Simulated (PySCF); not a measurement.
## Nuclear quadrupole coupling in sulfonium

Compound: sulfonium, H3S (charge +1).
Numbering: `[SH3+:1]` (hydrogens: H2, H3, H4 on S1)

Cartesian coordinates in Å at the PBE0-D3(BJ)/def2-SVP level; atoms count from 1:
```
atom  x, y, z in Å
S1    -0.0042    0.0039    0.5277
H2    -0.4545    1.0648   -0.2023
H3     1.1600   -0.1288   -0.1708
H4    -0.6809   -0.9304   -0.2004
```

Field gradients from the PBE0/pcSseg-1 density (PySCF, non-relativistic), principal values in atomic units, ordered |Vxx| ≤ |Vyy| ≤ |Vzz|:

```tsv
atom	Vxx	Vyy	Vzz
S1	0.8440	0.8441	-1.6881
```

Q: Find the asymmetry η = (Vxx − Vyy)/Vzz and the couplings χ = eQV/h (234.96 MHz × Q in barn × V in au), with Q(33S) = −0.0678 b.

A: 
```csv
atom,environment,nucleus,η,χzz (MHz),χxx (MHz),χyy (MHz)
S1,sulfonium sulfur,33S,0.00,26.89,-13.45,-13.45
```

The gradient is axial or nearly so (η below 0.05) at S1. 

Q: What is Vzz at S1 in SI units (1 au = 9.71736 × 10²¹ V/m²)?

A: -1.6881 au = -16.404 × 10²¹ V/m².

Q: What couplings would deuterons (Q(2H) = 0.00286 b) have in place of the hydrogens, at this geometry?

A: 
```csv
atom,bonded to,bond length (Å),Vzz (au),η,χzz (kHz)
H2,S1,1.364,0.1774,0.08,119
H3,S1,1.364,0.1775,0.08,119
H4,S1,1.364,0.1775,0.08,119
```

Geometry: PBE0-D3(BJ)/def2-SVP; no solvent, vibrations or thermal averaging. These gradients aren't converged with respect to the basis.

The run behind these numbers computed NMR shieldings as well. The run took 1.1 s of wall time on Intel Xeon Platinum 8488C, one thread, shared host, and the process peaked at 0.25 GiB of memory.
